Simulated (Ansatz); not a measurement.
## NO⁺, triplet: reading a ladder of total energies

Geometry: that of the NO⁺, singlet, kept fixed. The singlet lies 7.6 eV lower here.

```yaml
atoms:
  - { symbol: N, position_ang: [0.0000, 0.0000, 0.0000] }
  - { symbol: O, position_ang: [0.0000, 0.0000, 1.0537] }
```

Basis 6-31G; Ansatz 0.2.0. Only valence electrons are correlated (noble-gas cores frozen), which leaves 10 electrons in 16 orbitals. R marks a restricted (for open shells ROHF) determinant.

Full CI is exact within this basis and frozen core; it isn't the basis-set limit.

Runs differ by some tens of microhartree through their thresholds and, for an open shell, their frozen cores, so steps under 0.03 kcal/mol mean nothing.

| level | total energy (hartree) |
| --- | --- |
| RHF | -128.557518 |
| RMP2 | -128.767818 |
| RCCSD | -128.772386 |
| RCCSD(T) | -128.778061 |
| RCCSDT | -128.778920 |
| RCCSDT(Q) | -128.780411 |
| RCCSDTQ | -128.780301 |
| full CI | -128.780443 |

What is the correlation energy at full CI, and what share of it do RMP2 and RCCSDT recover?

E(corr) = -128.780443 − (-128.557518) = -0.222925 hartree = -6.066 eV. RMP2: -0.210300 / -0.222925 = 94.34 %. RCCSDT: -0.221402 / -0.222925 = 99.32 %.

By how many kcal/mol does RCCSD(T) miss full CI (1 hartree = 627.509 kcal/mol), and which steps make up the rest?

-128.778061 − (-128.780443) = 0.002382 hartree = 1.49 kcal/mol. Steps: RCCSDT − RCCSD(T) = -0.54, RCCSDT(Q) − RCCSDT = -0.94, RCCSDTQ − RCCSDT(Q) = 0.07, full CI − RCCSDTQ = -0.09 kcal/mol. Differences between like states or geometries often cancel part of this.
